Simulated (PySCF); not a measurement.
## `C=C=C=CC=S`, C5H4S

Molfile (atoms numbered from 1):
```
C5H4S
     RDKit          3D

 10  9  0  0  0  0  0  0  0  0999 V2000
    2.5967    0.2536   -0.0687 C   0  0  0  0  0  0  0  0  0  0  0  0
    1.3473    0.0100    0.2549 C   0  0  0  0  0  0  0  0  0  0  0  0
    0.1621   -0.2344    0.5748 C   0  0  0  0  0  0  0  0  0  0  0  0
   -1.1112   -0.4727    0.8858 C   0  0  0  0  0  0  0  0  0  0  0  0
   -2.1878    0.1602    0.2213 C   0  0  0  0  0  0  0  0  0  0  0  0
   -3.7582   -0.1211    0.5884 S   0  0  0  0  0  0  0  0  0  0  0  0
    3.4132   -0.2318    0.4410 H   0  0  0  0  0  0  0  0  0  0  0  0
    2.8463    0.9494   -0.8536 H   0  0  0  0  0  0  0  0  0  0  0  0
   -1.3529   -1.1728    1.6759 H   0  0  0  0  0  0  0  0  0  0  0  0
   -1.9466    0.8642   -0.5700 H   0  0  0  0  0  0  0  0  0  0  0  0
  1  2  2  0
  2  3  2  0
  3  4  2  0
  4  5  1  0
  5  6  2  0
  1  7  1  0
  1  8  1  0
  4  9  1  0
  5 10  1  0
M  END
```

Computed, not measured: PySCF 2.14.0, TDDFT CAM-B3LYP/aug-cc-pVDZ excited states, vertical, gas phase. Geometry: GFN2-xTB.

Singlets 5 and 6 lie within 0.01 eV of each other, so their separate moments and overlaps can depend on how they mix.

(1) How strongly do the lowest singlets absorb one photon, and two photons of half the energy?

Results:

(1) δ for parallel linear polarisation; σ at the peak of a Lorentzian of half width 0.1 eV, single beam; Ω is circular over linear.
| state | E (eV) | f | photon λ (nm) | δ (au) | σ (GM) | Ω | main |
| --- | --- | --- | --- | --- | --- | --- | --- |
| S1 | 2.00 | 0.000 | 1241 | 0.46 | 0.00 | 1.50 | HOMO→LUMO 0.91, HOMO→LUMO+2 0.08 |
| S2 | 3.55 | 0.000 | 699 | <0.1 | 0.00 | – | HOMO−2→LUMO 0.95 |
| S3 | 4.04 | 0.946 | 614 | 164 | 0.98 | 0.46 | HOMO−1→LUMO 0.96 |
| S4 | 5.21 | 0.000 | 476 | 5.07 | 0.05 | 1.50 | HOMO→LUMO+2 0.88, HOMO→LUMO 0.08 |
| S5 | 5.80 | 0.000 | 427 | 19.5 | 0.24 | 0.76 | HOMO−1→LUMO+5 0.33, HOMO−1→LUMO+7 0.28 |

Among these, the strongest one-photon state is S3, the strongest two-photon state S3, with a dipole change of 1.0 D (relaxed, norm of the difference vector).
